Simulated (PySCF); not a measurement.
# Bonding in carbon tetrachloride

Carbon tetrachloride, CCl4.
SMILES with atom numbers: `[Cl:1][C:2]([Cl:3])([Cl:4])[Cl:5]`

Structure used (GFN2-xTB), in Å, numbered top down from 1:
```
atom  x, y, z in Å
Cl1    1.3885    0.8939    0.6352
C2     0.0019    0.0007   -0.0035
Cl3    0.5459   -1.1032   -1.2744
Cl4   -1.1749    1.1385   -0.6748
Cl5   -0.7528   -0.9271    1.3003
```

Bond orders from the PBE0/pcSseg-1 density (PySCF). Isolated species at its GFN2-xTB geometry, gas phase.

Problem. How far do the computed orders between heavy atoms stray from the drawn ones?

Solution. The largest departure is 0.013, at Cl1–C2 (drawn single, 1.013), C2–Cl3 (drawn single, 1.013), C2–Cl4 (drawn single, 1.013) and C2–Cl5 (drawn single, 1.013).

Problem. Give the Mayer order of every bond, beside its length.

Solution. 
```
  bond  drawn as  length (Å)  Mayer order
Cl1–C2    single       1.769        1.013
C2–Cl3    single       1.769        1.013
C2–Cl4    single       1.769        1.013
C2–Cl5    single       1.769        1.013
```

Problem. Sum the orders of all bonds at each heavy atom with more than one neighbour and set the sums beside the valence in the SMILES.

Solution. C2 4.052 (drawn 4). Orders between atoms that aren't bonded are not in these sums.

Mayer orders depend on the basis set.
